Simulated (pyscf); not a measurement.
PySCF, gas phase, ωB97X-D3(BJ)/def2-SVP geometries. MP2 and CC: frozen core, UHF for open shells. ΔMP2 is the change of the MP2 total energy from the triple- to the quadruple-zeta basis.

Q: H₂N–InH–Cl → Cl–In [singlet] + NH₃
Surface: singlet. Broken: In–N, H–In. Formed: H–N. Give ΔE‡ and ΔE from CCSD(T)/def2-TZVPP + ΔMP2(QZVPP), relative to the reactant's lowest minimum found.

A: ΔE‡ = 196.8 kJ/mol, ΔE = -70.6 kJ/mol. Zero-point energy shifts the barrier by -3.2 kJ/mol. It is a 1,1-elimination, with an imaginary mode of 1304i cm⁻¹. On the product side the descent ends in a bound adduct (not fully relaxed), 55.4 kJ/mol under the separated species and 333.7 kJ/mol under the saddle at ωB97X-D3(BJ)/def2-TZVP. At ωB97X-D3(BJ) the barrier from the zero used here is 223.9 kJ/mol. One saddle was located; it need not be the lowest between these sides. The CCSD(T) − MP2 part came from Ansatz, without density fitting, on the same reference. The frozen core leaves the outer d or s,p core shells of the metals and heavy elements correlated in the MP2 and CC values, and def2-TZVPP describes them poorly, which can shift differences by a few kcal/mol. Elements past Kr carry the def2 core potentials, without spin-orbit coupling.
